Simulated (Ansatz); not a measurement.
# One shape, several levels: BOF (fluoro(oxo)borane)

Wanted: a comparison of 6 runs (HF/STO-3G, HF/3-21G, HF/def2-SVP, PBE0/6-31G**, B3LYP/6-31G*, CCSDT(Q)/B/ANO-RCC-MB) of BOF (fluoro(oxo)borane). 

The calculation is run with Ansatz 0.2.0.

11 further runs of the same task are left out: 1 that didn't finish, 10 set aside as unsound or not needed.

### 1 The structure to begin with

The species is BOF (3 atoms), meant as a singlet with charge 0. SMILES: `O=BF`. Geometry: relaxed at PBE0-D4/def2-TZVP.

Bond lengths: O1–B2 1.206 Å, B2–F3 1.282 Å. Angles: O1–B2–F3 180.0°.

### 2 Energy and gradient at HF/STO-3G (run 1)

run.yaml reads:

```yaml
crystal:
  periodic: [false, false, false]
  atoms:
    - symbol: O
      position_ang: [0.983100, -0.565100, 0.479900]
    - symbol: B
      position_ang: [0.020300, -0.011600, 0.009900]
    - symbol: F
      position_ang: [-1.003400, 0.576800, -0.489800]
basis:
  gaussian:
    orbitals: STO-3G
output: {forces: true, orbitals: {seedname: orbitals}}
hamiltonian:
  xc: hf
accuracy: high
```

Launch:

```sh
ansatz run run.yaml --threads 1 --pin off --max-ram 2610MiB --events-out events.jsonl --progress --plain --runs-dir runs
```

Standard output:

```text
Warning: RAYON_NUM_THREADS=1 ignored (pool sized by the plan → 1); use --threads N
Functional definition: HF
  name "HF"
  exchange = exact_x
  correlation = 0
248 factors; integrals over basis functions are off by at most 3.1e-8 eV
mean field evaluation 1: about -5338.3520 eV, gradient 3.4e1 eV
mean field evaluation 2: about -5338.3823 eV, gradient 3.4e1 eV
mean field evaluation 4: about -5342.3232 eV, gradient 2.4e0 eV
mean field evaluation 8: about -5342.3527 eV, gradient 6.3e-2 eV
mean field -5342.35269246 eV, -196.3278402711 hartree, gradient 1.6e-8 eV, S^2 0.000000; 0 other end points of the search recorded, 0 dependent functions left out
the calculation of the forces begins
reference -5342.35269246 eV, -196.3278402711 hartree; 11, 11 occupied and 4, 4 virtual orbitals, 248 factors
Total energy: -5342.35269246 eV, -196.3278402711 hartree
Atom 0 at     0.983100    -0.565100     0.479900 Å, force    -1.559196     0.896548    -0.761186 eV/Å
Atom 1 at     0.020300    -0.011600     0.009900 Å, force     2.136836    -1.228740     1.043196 eV/Å
Atom 2 at    -1.003400     0.576800    -0.489800 Å, force    -0.577640     0.332192    -0.282011 eV/Å
Dipole moment:    -0.253198     0.145581    -0.123606 e Å
```

Run time: 0.12 s. Hardware: 1 thread of Arm Neoverse V2, shared host.

### 3 Energy and forces at HF/3-21G (run 2)

Changes to run.yaml since step 2:

```diff
@@ -11,4 +11,3 @@
   gaussian:
-    orbitals: STO-3G
-output: {forces: true, orbitals: {seedname: orbitals}}
+    orbitals: 3-21G.json
 hamiltonian:
@@ -16 +15,2 @@
 accuracy: high
+output: {forces: true, orbitals: {seedname: orbitals}}
```

The basis set 3-21G is read from a file made from the Basis Set Exchange's data (not shown).

Launch:

```sh
ansatz run run.yaml --threads 1 --pin off --max-ram 2610MiB --events-out events.jsonl --progress --plain --runs-dir runs
```

Standard output, cut to the lines that bear on the results:

```text
Warning: RAYON_NUM_THREADS=1 ignored (pool sized by the plan → 1); use --threads N
[... 2 set-up lines as earlier in the session ...]
[...]
503 factors; integrals over basis functions are off by at most 4.1e-9 eV
[...]
mean field -5387.37619549 eV, -197.9824234897 hartree, gradient 7.0e-8 eV, S^2 0.000000; 0 other end points of the search recorded, 0 dependent functions left out
[...]
reference -5387.37619549 eV, -197.9824234897 hartree; 11, 11 occupied and 16, 16 virtual orbitals, 503 factors
Total energy: -5387.37619549 eV, -197.9824234897 hartree
Atom 0 at     0.983100    -0.565100     0.479900 Å, force     0.130299    -0.074701     0.063553 eV/Å
Atom 1 at     0.020300    -0.011600     0.009900 Å, force     0.894028    -0.514254     0.436504 eV/Å
Atom 2 at    -1.003400     0.576800    -0.489800 Å, force    -1.024327     0.588955    -0.500057 eV/Å
Dipole moment:    -0.330053     0.189777    -0.161128 e Å
```

It took 0.16 s on 1 thread of Arm Neoverse V2, shared host.

Runs 3 to 5 aren't shown in full; the table further down has their settings and results.

### 4 The energy at CCSDT(Q)/B/ANO-RCC-MB (run 6)

input.yaml reads:

```yaml
crystal:
  periodic: [false, false, false]
  atoms:
    - {symbol: O, position_ang: [0.983100, -0.565100, 0.479900]}
    - {symbol: B, position_ang: [0.020300, -0.011600, 0.009900]}
    - {symbol: F, position_ang: [-1.003400, 0.576800, -0.489800]}
basis:
  gaussian: {orbitals: ANO-RCC-MB.json}
output: {orbitals: {seedname: orbitals}}
correlation: {method: ccsdt_q_b}
hamiltonian: {pseudopotentials: {relativity: none}}
```

The basis set ANO-RCC-MB is read from a file made from the Basis Set Exchange's data (not shown).

Launch:

```sh
ansatz run input.yaml --threads 1 --pin off --max-ram 2610MiB --events-out events.jsonl --progress --plain --runs-dir runs
```

Standard output, cut to the lines that bear on the results:

```text
Warning: RAYON_NUM_THREADS=1 ignored (pool sized by the plan → 1); use --threads N
[... 2 set-up lines as earlier in the session ...]
[...]
250 factors; integrals over basis functions are off by at most 3.0e-8 eV
[...]
mean field -5411.90759903 eV, -198.8839359415 hartree, gradient 1.2e-6 eV, S^2 0.000000; 0 other end points of the search recorded, 0 dependent functions left out
3 core orbitals not correlated: weight in the atoms' cores, before any rotation towards them, 1.000 or more for the frozen orbitals, at most 0.000 for the correlated occupied ones
reference -5411.90759903 eV, -198.8839359415 hartree; 8, 8 occupied and 4, 4 virtual orbitals, 250 factors
second order -3.26741517 eV of doubles, -0.00000000 eV of singles
cycle   1  -3.11648339 eV  change    1.5e-1 eV  update   1.2e-1
[...]
cycle  12  -3.67491308 eV  change   -1.3e-6 eV  update   1.5e-6
perturbative correction 0.01583804 eV, 0.0005820371 hartree
WARN: the results are in doubt because the basis set is contracted for relativity, which is off
Total energy: -5415.56667407 eV, -199.0184044690 hartree
In doubt: the basis set is contracted for relativity, which is off
```

Wall time 0.87 s (1 thread of Arm Neoverse V2, shared host).

### 5 All runs side by side

```tsv
run	level	Cartesian functions	task	energy (Eh)	dipole moment (D)	HOMO energy (eV)	LUMO energy (eV)	wall time
1	HF/STO-3G	no	gradient	-196.327840	1.52	-10.65	10.60	0.12 s
2	HF/3-21G	no	gradient	-197.982423	1.99	-13.96	4.76	0.16 s
3	HF/def2-SVP	no	gradient	-198.917897	2.27	-14.20	3.28	0.38 s
4	PBE0/6-31G** (spherical functions)	no	gradient	-199.784083	2.06	-9.90	0.99	1.4 s
5	B3LYP/6-31G* (Cartesian functions)	yes	gradient	-199.999531	2.05	-9.57	0.62	1.5 s
6	CCSDT(Q)/B/ANO-RCC-MB	no	energy	-199.018404	–	-15.64	4.59	0.87 s
```

### 6 Outcome

| quantity | value |
| --- | --- |
| run 6: total energy | -199.01840 Eh |
| run 6: HOMO energy (Hartree–Fock orbitals) | -15.64 eV |
| run 6: LUMO energy (Hartree–Fock orbitals) | 4.59 eV |
| run 6: HOMO–LUMO gap (Hartree–Fock orbitals) | 20.23 eV |
| run 6: correlation energy (3 core orbitals frozen) | -134.5 mEh |
| run 6: T1 diagnostic | 0.017 |

Over runs 1, 2, 3, 4, 5 the dipole moment (its size) runs from 1.52 D (HF/STO-3G) to 2.27 D (HF/def2-SVP). Over runs 1, 2, 3, 4, 5 the HOMO–LUMO gap runs from 10.19 eV (B3LYP/6-31G*) to 21.25 eV (HF/STO-3G). The two ends differ in method and basis. Totals of different functionals can't be ranked against each other. In runs 1, 6 the basis is minimal, so the values are rough. In run 6 relativity is left out where basis or elements ask for it. All runs together took 4.5 s, the longest 1.5 s.
